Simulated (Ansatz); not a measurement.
The input, for Ansatz 0.2.0:

```yaml
crystal:
  periodic: [false, false, false]
  atoms:
    - {symbol: B, position_ang: [0.000000, 0.000000, 0.785954]}
    - {symbol: B, position_ang: [0.000000, 0.000000, -0.739086]}
    - {symbol: H, position_ang: [0.000000, 0.000000, 1.867954]}
    - {symbol: H, position_ang: [0.000000, 0.000000, -1.914820]}
basis:
  gaussian: {orbitals: 6-31G}
correlation: {active_space: {ras: {orbitals: [4, 0, 16], electrons: 8, max_holes: 4, max_particles: 4}, fixed_orbitals: true}}
```

```sh
$ ansatz run in.yaml --threads 1 --pin off --events-out ev --progress --plain --max-ram 2393MiB
```

Log:

```
316 factors; integrals over basis functions are off by at most 2.2e-4 eV
mean field evaluation 1: about -1369.3809 eV, gradient 1.1e1 eV
mean field evaluation 2: about -1369.3836 eV, gradient 1.1e1 eV
mean field evaluation 4: about -1370.0571 eV, gradient 3.0e-1 eV
mean field evaluation 8: about -1370.0576 eV, gradient 3.3e-6 eV
mean field evaluation 16: about -1370.0576 eV, gradient 2.5e-4 eV
mean field -1370.05756509 eV, -50.3486868586 hartree, gradient 1.0e-6 eV, S^2 0.000000; 2 other end points of the search recorded, 0 dependent functions left out
reference -1370.05756509 eV, -50.3486868586 hartree; 6, 6 occupied and 16, 16 virtual orbitals, 316 factors
state -1373.41183172 eV, -50.4719538838 hartree
Total energy: -1373.41183172 eV, -50.4719538838 hartree
```

Natural occupations: 1.9748 1.9708 1.9692 1.1611 0.7578 0.0525 0.0354 0.0267 0.0174 0.0100 0.0062 0.0046 0.0043 0.0032 0.0029 0.0014 0.0009 0.0005 0.0003 0.0001.

For the same geometry and basis full CI lies 36.9 meV lower. By full CI's occupations no single determinant describes the state well. The determinant fills πx and πy unequally, so it is a mixture of Σ and Δ. RHF is unstable: UHF (⟨S²⟩ = 1.00) lies 0.86 eV below the lowest RHF solution. Higher spins weren't run at this geometry and may lie near or lower.

Ran on 1 thread of Arm Neoverse V1, shared host: 1.9 s wall, 0.08 GiB peak host memory.
